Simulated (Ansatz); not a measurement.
Predict the output of the script below (Ansatz's Python interface).

`composite.py`:
```python
# -*- coding: utf-8 -*-
"""Relax CHNO cheaply, then refine its energy."""

import warnings

import ansatz as az
import numpy as np


def main():
    warnings.simplefilter("ignore", az.DeckWarning)

    geometry_ang = [
        ("N", (0.5064, -0.34994, -0.35087)),
        ("C", (-0.46224, 0.18592, 0.08782)),
        ("O", (-1.49779, 0.62913, 0.33871)),
        ("H", (1.45363, -0.46511, -0.07566)),
    ]
    system = az.Crystal.molecule()
    for symbol, xyz in geometry_ang:
        system = system.atom(symbol, xyz)

    calculation = system.calculation()
    calculation = calculation.basis(gaussian="def2-SVP")
    calculation = calculation.functional("b3lyp", dispersion="d4")
    symbols = [site.symbol for site in system.cartesian_sites]
    start = np.array([site.position_ang for site in system.cartesian_sites], dtype=float)
    summary = calculation.relax(force_tolerance=0.01).run(threads=1).report
    end = np.array(summary["positions_ang"])
    print("final positions (A) and the move of each atom")
    for symbol, xyz, old in zip(symbols, end, start):
        print(f"{symbol:2s} {xyz[0]:10.5f} {xyz[1]:10.5f} {xyz[2]:10.5f}   {np.linalg.norm(xyz - old):7.4f}")

    minimum = az.Crystal.molecule()
    for symbol, place in zip(symbols, end):
        minimum = minimum.atom(symbol, place.tolist())
    at_minimum = minimum.calculation()
    # MP2 extrapolated to the basis limit, plus the small-basis difference CCSD(T) - MP2
    level = lambda method, basis: at_minimum.basis(gaussian=basis).correlation(method).run(threads=1).report
    small, large, cluster = level("mp2", "cc-pVDZ"), level("mp2", "cc-pVTZ"), level("ccsd_t", "cc-pVDZ")
    corr = lambda each: (each["free_energy_ev"] - each["reference_energy_ev"]) / 27.211386246
    mp2_limit = (27 * corr(large) - 8 * corr(small)) / 19
    pieces = {"HF / cc-pVTZ": large["reference_energy_ev"] / 27.211386246, "MP2 correlation, DZ-TZ limit": mp2_limit, "CCSD(T) - MP2 / cc-pVDZ": corr(cluster) - corr(small)}
    for name, value in pieces.items():
        print(f"{name:32s} {value:14.6f} Ha")
    print(f"{'sum':32s} {sum(pieces.values()):14.6f} Ha")
    print("T1 diagnostic", round(cluster["correlation"]["coupled_cluster"]["t1_diagnostic"], 4))


if __name__ == "__main__":
    main()
```

Output of `python composite.py`:
```text
final positions (A) and the move of each atom
N     0.50892   -0.38539   -0.41138    0.0702
C    -0.46797    0.16575    0.05217    0.0414
O    -1.48064    0.64839    0.37940    0.0482
H     1.43969   -0.42875   -0.02019    0.0678
HF / cc-pVTZ                        -167.828109 Ha
MP2 correlation, DZ-TZ limit          -0.625642 Ha
CCSD(T) - MP2 / cc-pVDZ               -0.022697 Ha
sum                                 -168.476448 Ha
T1 diagnostic 0.019
```

What to keep in mind:
- Total energies depend on the basis set; only differences at equal settings carry meaning.
- The sum leaves out core correlation, relativity, the Hartree-Fock basis error and zero-point energy; a DZ-TZ extrapolation is rough.
- b3lyp holds the VWN-RPA fit, as in Gaussian; the form of ORCA and Turbomole is b3lyp5.
- Inner cores stay frozen, so this is valence correlation.
- An extrapolation from small basis sets is rough.
- It ran for 7.4 s on 1 thread of Arm Neoverse V2, on a shared host, peak memory 0.21 GiB.
